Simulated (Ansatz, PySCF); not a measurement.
System: CH₄N, net charge 0, doublet state. It need not be the lowest isomer of its formula. 
Structure (B3LYP-D3(BJ)/def2-TZVP (Ansatz, an electronic-structure program) minimum search):
SMILES: C[NH]
```xyz
6

C      0.0571     0.6220     0.0514
N     -0.0053    -0.8134     0.0521
H     -0.9486     1.0689     0.0351
H     -0.5105    -1.0936    -0.7957
H      0.5859     0.9841     0.9335
H      0.5674     1.0026    -0.8464
```
Charge 0, spin multiplicity 2.

Total electronic energies in hartree. Cores are frozen in the correlated levels unless marked. Open shells are spin-unrestricted. No spin-orbit coupling. Non-relativistic. CBS marks a two-point X^-3 extrapolation of the correlation energy; Hartree-Fock from the larger set. [CCSD(T)-MP2]/basis is that difference in the basis named.

| level | program | energy (Eh) |
|---|---|---|
| HF/aug-cc-pVTZ | Ansatz | -94.63268 |
| HF/cc-pwCVTZ | Ansatz | -94.63119 |
| SVWN5/def2-TZVPD | Ansatz | -94.37795 |
| BLYP-D4/def2-TZVPD | Ansatz + dftd4 | -95.19324 |
| BP86/def2-TZVPD | PySCF | -95.22937 |
| TPSS/def2-TZVPD | PySCF | -95.24736 |
| r2SCAN0/def2-TZVPD | Ansatz | [?] |
| CAM-B3LYP/def2-TZVPD | Ansatz | -95.18044 |
| B2PLYP-D4/def2-TZVPD | Ansatz + dftd4 | [?] |
| MP2/cc-pVDZ | Ansatz | -94.88504 |
| RI-MP2/def2-TZVPPD | Ansatz | -94.99074 |
| SCS-MP2/6-31G* | Ansatz | -94.85289 |
| SCS-MP2/cc-pwCVTZ | Ansatz | -94.99554 |
| CCSD/STO-3G | Ansatz | -93.53392 |
| CCSD/def2-SVPD | Ansatz | -94.86078 |
| CCSD/cc-pVTZ | Ansatz | -95.01537 |
| CCSD/cc-pwCVTZ | Ansatz | -95.02019 |
| CCSD(T)/6-31G | Ansatz | -94.75334 |
| CCSD(T)/aug-cc-pVDZ | Ansatz | -94.95117 |
| CCSD(T)/cc-pVTZ | Ansatz | -95.02844 |
| CCSD(T) with core electrons/cc-pwCVTZ | Ansatz | -95.13258 |
| RI-MP2/CBS(aug-cc-pVTZ,aug-cc-pVQZ)+[CCSD(T)-MP2]/aug-cc-pVTZ | Ansatz | -95.0790 |
| RI-MP2/CBS(cc-pVTZ,cc-pVQZ)+[CCSD(T)-MP2]/cc-pVTZ | Ansatz | -95.0776 |

Fill in the missing entries.


- r2SCAN0/def2-TZVPD, energy (Eh): -95.16309
- B2PLYP-D4/def2-TZVPD, energy (Eh): -95.14223
